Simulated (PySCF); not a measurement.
Compound: silicon chloride cation, SiCl (charge +1 and singlet state).
SMILES with atom numbers: `[Si+:1][Cl:2]`

Structure used (PBE0-D3(BJ)/def2-TZVP), in Å, numbered top down from 1:
```xyz
2
SiCl angstrom
Si     0.996   -0.039    0.004
Cl    -0.958    0.011   -0.017
```

All values: wB97X-D/pcSseg-2 (PySCF, non-relativistic), on one gas-phase PBE0-D3(BJ)/def2-TZVP geometry that isn't relaxed in the solvent. The solvent is an IEF-PCM continuum (Bondi radii, 1.10 Å for H, scaled by 1.2). Specific hydrogen bonds and non-electrostatic terms are outside this model.

Gas phase at wB97X-D/pcSseg-2: HOMO -18.07 eV, LUMO -7.82 eV.

What does the continuum do to the energy and the frontier levels at wB97X-D/pcSseg-2 in chloroform?

| solvent | ε | E(solvent) − E(gas) (kcal/mol) | polarisation term (kcal/mol) | distortion of the solute (kcal/mol) | HOMO (eV) | LUMO (eV) |
| --- | --- | --- | --- | --- | --- | --- |
| chloroform | 4.711 | -49.47 | -49.65 | 0.18 | -13.95 | -3.64 |

The first energy column is the sum of the next two and covers electrostatics alone.

Which radius a makes Born's formula ΔE = −(q²/2a)(1 − 1/ε) give the value in chloroform?

a = q²(1 − 1/ε)/(2|ΔE|) = 2.64 Å, with q = +1 e and |ΔE| = 0.0788 Eh; the farthest nucleus lies 0.98 Å from the centroid of the nuclei. The formula assumes a point charge at the centre of a sphere.

Hardware: one thread of an Arm Neoverse N1, no GPU (shared host). Cost: 2.6 s, 0.33 GiB resident at most. This is the whole shielding run at wB97X-D/pcSseg-2 in chloroform, SCF included.

Note: wB97X-D ran without an empirical dispersion term, which enters the total energy and its gradient alone.
